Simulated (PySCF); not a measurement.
# Spin-rotation constants: SMILES C#CF, C$_{2}$HF

Molfile (atoms numbered from 1):
```
C2HF
     RDKit          3D

  4  3  0  0  0  0  0  0  0  0999 V2000
   -0.6161   -0.0297    0.0187 C   0  0  0  0  0  0  0  0  0  0  0  0
    0.5143   -0.0300   -0.3945 C   0  0  0  0  0  0  0  0  0  0  0  0
    1.7072   -0.0303   -0.8306 F   0  0  0  0  0  0  0  0  0  0  0  0
   -1.6236   -0.0294    0.3872 H   0  0  0  0  0  0  0  0  0  0  0  0
  1  2  3  0
  2  3  1  0
  1  4  1  0
M  END
```

Method: PySCF, GIAO B3LYP/def2-QZVP magnetisability, rotational g tensor and spin-rotation constants, non-relativistic, gas phase. Geometry: PBE0-D3(BJ)/def2-SVP.

Problem. Give the nuclear spin-rotation constants along the inertial axes (H = +C I·J) beside the isotropic shieldings.

Solution. Rotational constants –, 9.7166, 9.7166 GHz. A star marks the isotopologue with that one atom substituted, in its own axes.
```tsv
atom	isotope	Caa (kHz)	Cbb (kHz)	Ccc (kHz)	mean (kHz)	σ (ppm)
F3	19F	–	5.779	5.779	5.779	401.3
H4	1H	–	-1.071	-1.071	-1.071	30.4
C1	13C*	–	1.981	1.981	1.981	170.0
C2	13C*	–	3.914	3.914	3.914	84.9
```
For the geometry as given, no vibrational averaging.
